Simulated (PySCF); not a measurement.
**H2PO: from structure and modes to constants**

All numbers come from UPBE0 in PySCF with P def2-TZVP, O def2-TZVP, H def2-TZVP; no relativity; density-fitted integrals.

The doublet minimum has Cs symmetry. Masses (u): P 30.97376, O 15.99492, H 1.00782.

```xyz
4
charge 0 multiplicity 2, angstrom
P    -0.0767   -0.4574    0.0000
O     0.2571    0.9965    0.0000
H    -0.8621   -0.8786   -1.1080
H    -0.8621   -0.8786    1.1080
```

Harmonic wavenumbers (cm⁻¹): 781.9 (a', ×1), 833.2 (a'', ×1), 1109.6 (a', ×1), 1182.4 (a', ×1), 2342.3 (a', ×1), 2388.3 (a'', ×1).

(1) What is the harmonic zero-point energy?

(2) Find the vibrational entropy and heat capacity at 298.15 K.

## Answers

(1) Half the sum of all 6 wavenumbers, 8638/2 = 4319 cm⁻¹, which is 51.7 kJ/mol (1 cm⁻¹ = 0.0119627 kJ/mol).

(2) With u = 1.43878 ω/T, each mode gives S = R[u/(eᵘ−1) − ln(1−e⁻ᵘ)] and C = R u² eᵘ/(eᵘ−1)².
| ω (cm⁻¹) | u | S (J/(mol K)) | C (J/(mol K)) |
| --- | --- | --- | --- |
| 781.9 | 3.773 | 0.93 | 2.85 |
| 833.2 | 4.021 | 0.76 | 2.50 |
| 1109.6 | 5.354 | 0.25 | 1.14 |
| 1182.4 | 5.706 | 0.19 | 0.91 |
| 2342.3 | 11.303 | 0.00 | 0.01 |
| 2388.3 | 11.525 | 0.00 | 0.01 |
The sums over all modes are S = 2.1 and C = 7.4 J/(mol K); the softest mode gives 44 % of the entropy.

This need not be the most stable arrangement of these atoms.
